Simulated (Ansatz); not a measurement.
## 2H WS₂: electronic dielectric constant ε∞ by level of theory

No measured value is used here.

| level (code) | value | cell (Å³/atom) |
|---|---|---|
| LDA (Ansatz) | 11.6 ± 0.05 | 17.16 |
| PBEsol (Ansatz) | 10.8 ± 0.05 | 18.14 |
| r²SCAN (Ansatz) | (withheld) | 19.10 |

Task: Fill in the missing entries.

Result: 
- r²SCAN (Ansatz, a program for electronic structure), value: 9.99 ± 0.05

For crystals that are not cubic the mean over three axes is given.  Density-functional levels without +SOC have no spin–orbit coupling. A ± on a computed value is a rough bar: the spread of its extrapolation, a floor set from checks against published values, or a statistical error. LDA, PBEsol, r²SCAN: the cell comes from a level without a dispersion term, which matters for the spacing of layers, chains or molecules. Each level is taken at its own relaxed cell. Cutoffs differ between the levels. Ansatz's density-functional and Hartree–Fock values are scalar-relativistic unless marked +SOC, with PAW data made under PBE.
